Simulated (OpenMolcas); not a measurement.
# One shape, several levels: SiHCl2 (SMILES Cl[SiH]Cl)

We compute a comparison of 6 runs (UHF/STO-3G, U-r2SCAN/STO-3G, UB3LYP/STO-3G, UM06-2X/STO-3G, USVWN5/STO-3G, ROMP2/STO-3G) of SiHCl2. 

Program for the calculation: OpenMolcas 26.06.

4 further runs of the same task are left out: 1 for a known fault of the program, 3 set aside as unsound or not needed.

## (1) Starting point

SiHCl2 has 4 atoms, charge 0, and is taken as a doublet. As SMILES, `Cl[SiH]Cl`. The coordinates come from a PBE0-D4/def2-TZVP relaxation.

Bond lengths: Cl1–Si2 2.047 Å, Si2–Cl3 2.047 Å, Si2–H4 1.488 Å. Angles: Cl1–Si2–Cl3 110.2°, Cl1–Si2–H4 108.0°, Cl3–Si2–H4 108.0°.

## (2) A single-point energy at UHF/STO-3G (run 1)

File mol.xyz:

```xyz
4

Cl    -1.646600     0.177800     0.889400
Si     0.187600    -0.414200     0.200000
Cl     0.250900    -0.281300    -1.841700
H      1.208200     0.517700     0.752400
```

File calc.inp:

```
* Cl2HSi Hartree-Fock
>>> EXPORT MOLCAS_PRINT=2

&gateway
 baslib=$CurrDir
 coord=mol.xyz
 basis=STO-3G
 group=NoSym

&seward

&scf
 uhf
 spin=2
 thresholds=1e-10 1e-07 1e-07 1e-05
 prorbitals=1 1
```

The basis set STO-3G is read from a file made from the Basis Set Exchange's data (not shown).

Launch:

```
$ export MOLCAS_MEM=1860
$ pymolcas calc.inp > calc.log
```

The log of the run:

```text
--- Start Module: gateway ---
[...]
--- Stop Module: gateway /rc=_RC_ALL_IS_WELL_ ---
--- Start Module: seward ---
[...]
      Basis functions           28
--- Stop Module: seward /rc=_RC_ALL_IS_WELL_ ---
--- Start Module: scf ---
[...]
       Convergence after  13 Iterations
[...]
::    Total SCF energy                              -1195.4051516808
[...]
      Total spin, S                                     0.5009340291
[...]
      Total electronic charge=   49.000000
      Total            charge=   -0.000000
[...]
      Dipole Moment (debye):
      Origin of the operator (angstrom)=   -0.4280   -0.1485   -0.2724
                   X=  2.3205E+00               Y= -1.2658E+00               Z=  1.8253E+00           Total=  3.2123E+00
      Quadrupole Moment (debye*angstrom):
[...]
--- Stop Module: scf /rc=_RC_ALL_IS_WELL_ ---
[...]
```

It took 1.2 s on 1 thread of Intel Xeon 6975P-C (Granite Rapids), shared host; peak memory 0.37 GiB.

## (3) The energy at U-r2SCAN/STO-3G (run 2)

mol.xyz is that of step 2.

File calc.inp:

```
&GATEWAY
BASLIB = $CurrDir
COORD = mol.xyz
BASIS = STO-3G
GROUP = NoSym
&SEWARD
GRIDINPUT
Grid=UltraFine
End of Grid
&SCF
UHF
SPIN = 2
KSDFT = 2
1.0 MGGA_X_R2SCAN
1.0 MGGA_C_R2SCAN
THRESHOLDS = 1e-10 1e-07 1e-07 1e-05
PRORBITALS = 1 1
```

The basis set STO-3G is read from a file made from the Basis Set Exchange's data (not shown).

Launch:

```
$ export MOLCAS_MEM=1860
$ pymolcas calc.inp > calc.log
```

The log of the run:

```text
--- Start Module: gateway ---
[...]
--- Stop Module: gateway /rc=_RC_ALL_IS_WELL_ ---
--- Start Module: seward ---
[...]
      Basis functions           28
--- Stop Module: seward /rc=_RC_ALL_IS_WELL_ ---
--- Start Module: scf ---
[...]
       Convergence after  12 Iterations
[...]
::    Total KS-DFT energy                           -1197.1189278780
[...]
      Total spin, S                                     0.5005898478
[...]
      Total electronic charge=   49.000000
      Total            charge=   -0.000000
[...]
      Dipole Moment (debye):
      Origin of the operator (angstrom)=   -0.4280   -0.1485   -0.2724
                   X=  1.8897E+00               Y= -8.4549E-01               Z=  1.4553E+00           Total=  2.5306E+00
      Quadrupole Moment (debye*angstrom):
[...]
--- Stop Module: scf /rc=_RC_ALL_IS_WELL_ ---
[...]
```

Run time: 4.5 s. Hardware: 1 thread of Intel Xeon 6975P-C (Granite Rapids), shared host; peak memory 0.37 GiB.

Run 3 isn't shown in full; the table further down has it.

## (4) The energy at UM06-2X/STO-3G (run 4)

mol.xyz is that of step 3.

File calc.input:

```
>>> EXPORT MOLCAS_PRINT=2

&GATEWAY
 BasLib
 $CurrDir
 Coord
 mol.xyz
 Basis
 STO-3G
 Group
 NoSym

&SEWARD
 GridInput
 Grid=UltraFine
 End of Grid

&SCF
 UHF
 Spin
 2
 KSDFT
 M062X
 Thresholds
 1e-10 1e-07 1e-07 1e-05
 PrOrbitals
 1 1
```

The basis set STO-3G is read from a file made from the Basis Set Exchange's data (not shown).

Launch:

```
$ export MOLCAS_MEM=1860
$ pymolcas calc.input > calc.log
```

The log of the run:

```text
--- Start Module: gateway ---
[...]
--- Stop Module: gateway /rc=_RC_ALL_IS_WELL_ ---
--- Start Module: seward ---
[...]
      Basis functions           28
--- Stop Module: seward /rc=_RC_ALL_IS_WELL_ ---
--- Start Module: scf ---
[...]
       Convergence after  11 Iterations
[...]
::    Total KS-DFT energy                           -1197.2021598586
[...]
      Total spin, S                                     0.5006421363
[...]
      Total electronic charge=   49.000000
      Total            charge=   -0.000000
[...]
      Dipole Moment (debye):
      Origin of the operator (angstrom)=   -0.4280   -0.1485   -0.2724
                   X=  2.0666E+00               Y= -9.9943E-01               Z=  1.6041E+00           Total=  2.8005E+00
      Quadrupole Moment (debye*angstrom):
[...]
--- Stop Module: scf /rc=_RC_ALL_IS_WELL_ ---
[...]
```

It took 4.2 s on 1 thread of Intel Xeon 6975P-C (Granite Rapids), shared host; peak memory 0.37 GiB.

Run 5 isn't shown in full; the table further down has it.

## (5) The energy at ROMP2/STO-3G (run 6)

mol.xyz is that of step 4.

File calc.input:

```
* Cl2HSi ROMP2
>>> EXPORT MOLCAS_PRINT=2
&GATEWAY
BasLib=$CurrDir
Coord=mol.xyz
Basis=STO-3G
Group=NoSym
&SEWARD
&SCF
UHF
Spin=2
Thresholds=1e-10 1e-07 1e-07 1e-05
PrOrbitals=1 1
&RASSCF
FileOrb=$Project.UnaOrb
Spin=2
Nactel=1 0 0
Inactive=24
Ras2=1
OutOrbitals=Canonical
OrbListing=Nothing
&CASPT2
IPEA=0.0
Frozen=15
```

The basis set STO-3G is read from a file made from the Basis Set Exchange's data (not shown).

Launch:

```
$ export MOLCAS_MEM=1860
$ pymolcas calc.input > calc.log
```

The log of the run:

```text
--- Start Module: gateway ---
[...]
--- Stop Module: gateway /rc=_RC_ALL_IS_WELL_ ---
[...]
      Basis functions           28
[...]
       Convergence after  13 Iterations
[...]
::    Total SCF energy                              -1195.4051516808
[...]
      Total spin, S                                     0.5009340291
[...]
--- Start Module: rasscf ---
[...]
      Number of active orbitals                  1
[...]
      Spin quantum number                      0.5
[...]
      Active orbitals                            1
[...]
      Number of CSFs                             1
[...]
      Number of root(s) required                 1
[...]
      Convergence after  7 iterations
[...]
      printout of CI-coefficients larger than  0.05 for root  1
      energy=   -1195.404765
      conf/sym  1     Coeff  Weight
             1  u   1.00000 1.00000
      Natural orbitals and occupation numbers for root  1
      sym 1:   1.000000
      ************************************************************************************************************************
      *                                                    Final results                                                     *
[...]
::    RASSCF root number  1 Total energy:  -1195.40476483
[...]
      Total electronic charge=   49.000000
      Total            charge=   -0.000000
[...]
      Dipole Moment (debye):
      Origin of the operator (angstrom)=   -0.4280   -0.1485   -0.2724
                   X=  2.3255E+00               Y= -1.2713E+00               Z=  1.8297E+00           Total=  3.2206E+00
      Quadrupole Moment (debye*angstrom):
[...]
--- Stop Module: rasscf /rc=_RC_ALL_IS_WELL_ ---
--- Start Module: caspt2 ---
[...]
 ###    WARNING: User changed nr of frozen orbitals.                         ###
 ###############################################################################
[...]
      E2 (Variational):          -0.0368817343
      Total energy:           -1195.4416465601
[...]
      Reference weight:           0.97780
[...]
::    CASPT2 Root  1     Total energy:  -1195.44164656
[...]
--- Stop Module: caspt2 /rc=_RC_ALL_IS_WELL_ ---
[...]
```

Wall time 1.6 s (1 thread of Intel Xeon 6975P-C (Granite Rapids), shared host); peak memory 0.37 GiB.

## (6) The series

| run | level | integration grid | frozen core orbitals | energy (Eh) | dipole moment (D) | HOMO energy (eV) | LUMO energy (eV) | wall time |
| --- | --- | --- | --- | --- | --- | --- | --- | --- |
| 1 | UHF/STO-3G | – | – | -1195.405152 | 3.21 | -8.19 | 3.44 | 1.2 s |
| 2 | U-r2SCAN/STO-3G | UltraFine | – | -1197.118928 | 2.53 | -3.85 | -1.55 | 4.5 s |
| 3 | UB3LYP/STO-3G | UltraFine | – | -1197.140941 | 2.52 | -4.53 | -1.34 | 3.9 s |
| 4 | UM06-2X/STO-3G | UltraFine | – | -1197.202160 | 2.80 | -5.98 | 0.12 | 4.2 s |
| 5 | USVWN5/STO-3G | UltraFine | – | -1192.904181 | 2.34 | -3.21 | -2.04 | 2.5 s |
| 6 | ROMP2/STO-3G | – | 15 | -1195.441647 | – | – | – | 1.6 s |

## (7) What came out

| quantity | value |
| --- | --- |
| run 6: total energy | -1195.44165 Eh |

In words: Over runs 1, 2, 3, 4, 5 the dipole moment (its size) runs from 2.34 D (USVWN5/STO-3G) to 3.21 D (UHF/STO-3G). Totals of different functionals can't be ranked against each other. In runs 1, 2, 3, 4, 5, 6 the basis is minimal, so the values are rough. All runs together took 18 s, the longest 4.5 s.
